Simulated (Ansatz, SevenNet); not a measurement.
Voigt–Reuss–Hill bulk modulus (GPa) of 20 elemental metals, computed with the machine-learned potential SevenNet-l3i5 (trained on PBE and PBE+U data) and with PBE in Ansatz (PAW). The set holds measured phases with no doubt noted on the run or the magnetic state but for the caveats below. Solids without a value at one level (not run, failed, or a magnetic order lost), or held back for tests, aren't counted.

All rows, in order of the shift (worked out from unrounded values):

```json
[
 {"solid": "double-hcp La", "SevenNet-l3i5": "27.9", "PBE": "24.9", "shift (%)": "-10.9"},
 {"solid": "hcp Be", "SevenNet-l3i5": "135", "PBE": "123", "shift (%)": "-8.6"},
 {"solid": "hcp Sc", "SevenNet-l3i5": "57.9", "PBE": "54.3", "shift (%)": "-6.1"},
 {"solid": "hcp Ti", "SevenNet-l3i5": "118", "PBE": "112", "shift (%)": "-5.4"},
 {"solid": "body-centred tetragonal In", "SevenNet-l3i5": "36.6", "PBE": "35.5", "shift (%)": "-3.1"},
 {"solid": "hcp Os", "SevenNet-l3i5": "407", "PBE": "397", "shift (%)": "-2.3"},
 {"solid": "hcp Mg", "SevenNet-l3i5": "36.9", "PBE": "36.1", "shift (%)": "-2.0"},
 {"solid": "hcp Ru", "SevenNet-l3i5": "315", "PBE": "312", "shift (%)": "-0.9"},
 {"solid": "α-phase Ga", "SevenNet-l3i5": "48.9", "PBE": "48.4", "shift (%)": "-0.8"},
 {"solid": "hcp Hf", "SevenNet-l3i5": "106", "PBE": "107", "shift (%)": "+0.6"},
 {"solid": "hcp Zr", "SevenNet-l3i5": "92.8", "PBE": "93.5", "shift (%)": "+0.8"},
 {"solid": "hcp Tl", "SevenNet-l3i5": "25.7", "PBE": "26.2", "shift (%)": "+1.8"},
 {"solid": "hcp Lu", "SevenNet-l3i5": "45.6", "PBE": "46.6", "shift (%)": "+2.2"},
 {"solid": "hcp Re", "SevenNet-l3i5": "356", "PBE": "364", "shift (%)": "+2.4"},
 {"solid": "hcp Y", "SevenNet-l3i5": "39.9", "PBE": "41.0", "shift (%)": "+2.9"},
 {"solid": "hcp Tc", "SevenNet-l3i5": "290", "PBE": "300", "shift (%)": "+3.1"},
 {"solid": "white tin (β-Sn)", "SevenNet-l3i5": "43.8", "PBE": "47.4", "shift (%)": "+8.3"},
 {"solid": "hcp Zn", "SevenNet-l3i5": "61.8", "PBE": "67.0", "shift (%)": "+8.5"},
 {"solid": "hcp Cd", "SevenNet-l3i5": "30.9", "PBE": "40.3", "shift (%)": "+30"},
 {"solid": "hcp Co", "SevenNet-l3i5": "86.9", "PBE": "212", "shift (%)": "+144"}
]
```

The shift from SevenNet-l3i5 to PBE has a median of +0.7 %, and eight in ten lie between -6.4 % and +10.7 %; PBE is the larger in 11 of 20. Each level is at its own cell, so the shift holds the change of volume too.

Ansatz's runs of these crystals have no spin polarisation, but for hcp Co.

Density-functional runs with spin start from parallel moments for hcp Co.

Spin–orbit coupling is left out, also for the solids with elements from indium on (body-centred tetragonal In, hcp Os, white tin (β-Sn), double-hcp La, hcp Tl, hcp Re, hcp Hf, hcp Lu); its size isn't shown.

Each level is taken at its own relaxed cell. Ansatz's density-functional and Hartree–Fock values are scalar-relativistic unless marked +SOC, with PAW data made under PBE.

Ansatz is an electronic-structure program.
